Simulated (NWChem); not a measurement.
Molecule: C$_{4}$H$_{8}$; SMILES C1CCC1

```xyz
12

C      0.7655     0.7655     0.1273
C      0.7655    -0.7655    -0.1273
C     -0.7655    -0.7655     0.1273
C     -0.7655     0.7655    -0.1273
H      1.0017     1.0017     1.1853
H      1.4024     1.4024    -0.5195
H      1.0017    -1.0017    -1.1853
H      1.4024    -1.4024     0.5195
H     -1.4024    -1.4024    -0.5195
H     -1.0017    -1.0017     1.1853
H     -1.0017     1.0017    -1.1853
H     -1.4024     1.4024     0.5195
```
Atoms are numbered in this order, from 1.

Program: NWChem. Pople sets run with spherical d functions. Structure relaxed at the PBE-D3(BJ)/def2-SVP level. Level: PBE0/6-31G* with SMD (1 M gas to 1 M solution), gas-phase geometry.

For solvent ethanol:

| Property | Result |
|---|---|
| solvation free energy (kcal/mol) | -2.6 |
| cavity-dispersion-structure term (kcal/mol) | -1.7 |

Task: Estimate the same quantities for solvent water.

Result: 
| Quantity | Result |
|---|---|
| solvation free energy (kcal/mol) | 1.1 |
| cavity-dispersion-structure term (kcal/mol) | 2.0 |
